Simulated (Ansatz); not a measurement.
Molecule: C$_{2}$H$_{5}$O (charge 0, doublet). SMILES: [CH2]OC
Coordinates optimised at B3LYP-D3(BJ)/def2-TZVP (Ansatz, a quantum-chemistry and plane-wave program):
```xyz
8

C     -0.0560     1.1737    -0.3437
O     -0.2494     0.1159     0.4755
C      0.1826    -1.1352    -0.0391
H      0.7035     1.1018    -1.1141
H     -0.3396     2.1210     0.0879
H      0.0061    -1.8765     0.7369
H     -0.3840    -1.3991    -0.9365
H      1.2500    -1.1055    -0.2808
```
Charge 0, spin multiplicity 2.

Quantity: size of the dipole moment, in D. Terms: LANL2DZ all-electron up to Ne; no spin-orbit coupling; 6-311+G** with 5d; 6-31G* and kin with 6d, 5d where marked; open shells spin-unrestricted; dispersion terms only where a functional's name holds one; non-relativistic. First-principles rows: single points at B3LYP-D3(BJ) geometries (Ansatz).

```tsv
level	program	size of the dipole moment (D)
PBE/STO-3G	Ansatz	1.31
PBE/3-21G	Ansatz	1.49
PBE/LANL2DZ	Ansatz	1.81
PBE/6-31G*	Ansatz	1.32
PBE/def2-SVP	Ansatz	1.35
PBE/6-311+G**	Ansatz	1.47
```

No value to compare with is used here. The 6 habitual levels span 1.31 (PBE/STO-3G) to 1.81 D (PBE/LANL2DZ).

The sets are all those run for this method; runs whose electronic state is in doubt are left out.
